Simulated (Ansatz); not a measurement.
**Molecular dynamics, step by step**

LiSiNH₄ (SMILES [Li][NH][SiH3]), closed shell, PBE0-D4/def2-SVP (Ansatz 0.2.0). Settings (timestep in fs, temperature in K, friction in 1/fs; T counts 21 degrees of freedom, while the starting velocities carry no drift of the centre of mass, so T starts below the set value):

```yaml
hamiltonian: {xc: pbe0, dispersion: d4}
md: {n_steps: 30, timestep: 1.0, temperature: 300, ensemble: nvt_langevin, seed: 561, friction: 0.002, initial_velocities: maxwell_boltzmann}
```

Start (the SMILES describes the start alone):

```
7
angstrom
Li -1.9558 -1.3053 0.8184
N -0.5250 -0.8284 -0.0724
Si 0.4482 0.5677 -0.0253
H -0.1453 -1.4669 -0.7674
H 0.5051 1.3039 -1.3040
H -0.1806 1.4236 1.0067
H 1.8534 0.3054 0.3439
```

| step | time (fs) | potential energy less the start (meV) | kinetic energy (meV) | T (K) |
| --- | --- | --- | --- | --- |
| 0 | 0.00 | 0.0 | 232.7 | 257 |
| 2 | 2.00 | 35.7 | 198.1 | 219 |
| 4 | 4.00 | 16.1 | 234.6 | 259 |
| 6 | 6.00 | -0.9 | 231.3 | 256 |
| 8 | 8.00 | 56.1 | 182.4 | 202 |
| 10 | 10.00 | 100.8 | 139.5 | 154 |
| 12 | 12.00 | 86.7 | 144.2 | 159 |
| 14 | 14.00 | 39.0 | 209.5 | 232 |
| 16 | 16.00 | 34.1 | 213.1 | 235 |
| 18 | 18.00 | 69.3 | 171.4 | 189 |
| 20 | 20.00 | 26.3 | 213.4 | 236 |
| 22 | 22.00 | 9.2 | 235.6 | 260 |
| 24 | 24.00 | 55.9 | 209.8 | 232 |
| 26 | 26.00 | 86.5 | 190.4 | 210 |
| 28 | 28.00 | 57.9 | 211.1 | 233 |
| 30 | 30.00 | 13.3 | 259.2 | 286 |

Step 4, positions (Å) and forces (eV/Å):

```csv
atom,x,y,z,Fx,Fy,Fz
Li1,-1.965,-1.280,0.834,0.273,0.153,-0.151
N2,-0.521,-0.827,-0.100,-0.517,-0.866,-0.198
Si3,0.442,0.559,-0.018,-0.222,0.074,1.070
H4,-0.114,-1.490,-0.779,-0.197,0.260,0.271
H5,0.567,1.376,-1.212,-0.095,0.704,-0.925
H6,-0.126,1.490,1.082,0.270,-0.353,-0.393
H7,1.868,0.269,0.277,0.487,0.028,0.327
```

Step 12, positions (Å) and forces (eV/Å):

```json
{"atom": "Li1", "x": "-1.965", "y": "-1.222", "z": "0.857", "Fx": "0.299", "Fy": "0.110", "Fz": "-0.233"}
{"atom": "N2", "x": "-0.534", "y": "-0.837", "z": "-0.146", "Fx": "-0.535", "Fy": "-0.294", "Fz": "0.119"}
{"atom": "Si3", "x": "0.431", "y": "0.550", "z": "0.010", "Fx": "1.777", "Fy": "0.530", "Fz": "-1.283"}
{"atom": "H4", "x": "-0.103", "y": "-1.518", "z": "-0.786", "Fx": "-0.148", "Fy": "0.316", "Fz": "0.185"}
{"atom": "H5", "x": "0.625", "y": "1.593", "z": "-1.180", "Fx": "-0.452", "Fy": "-0.820", "Fz": "0.614"}
{"atom": "H6", "x": "0.062", "y": "1.458", "z": "1.111", "Fx": "-0.500", "Fy": "0.103", "Fz": "0.550"}
{"atom": "H7", "x": "1.920", "y": "0.227", "z": "0.260", "Fx": "-0.442", "Fy": "0.055", "Fz": "0.048"}
```

Step 28, positions (Å) and forces (eV/Å):

| atom | x | y | z | Fx | Fy | Fz |
| --- | --- | --- | --- | --- | --- | --- |
| Li1 | -1.918 | -1.088 | 0.851 | -0.364 | -0.031 | 0.289 |
| N2 | -0.601 | -0.830 | -0.201 | 0.938 | 0.642 | 0.042 |
| Si3 | 0.452 | 0.527 | 0.051 | -0.607 | -0.324 | -0.941 |
| H4 | -0.157 | -1.430 | -0.882 | -0.021 | -0.407 | -0.478 |
| H5 | 0.328 | 1.656 | -1.054 | 0.398 | -0.678 | 0.782 |
| H6 | -0.055 | 1.115 | 1.309 | -0.049 | 0.516 | 0.501 |
| H7 | 1.919 | 0.167 | 0.284 | -0.296 | 0.283 | -0.196 |

Last step (30):

```
7
angstrom
Li -1.9139 -1.0711 0.8517
N -0.6006 -0.8215 -0.2072
Si 0.4524 0.5212 0.0564
H -0.1823 -1.4337 -0.9184
H 0.3213 1.6172 -0.9948
H -0.0794 1.0715 1.3161
H 1.8903 0.2031 0.2515
```

The run took about 26 s on 2 CPU threads of an Arm Neoverse V2 (shared host).
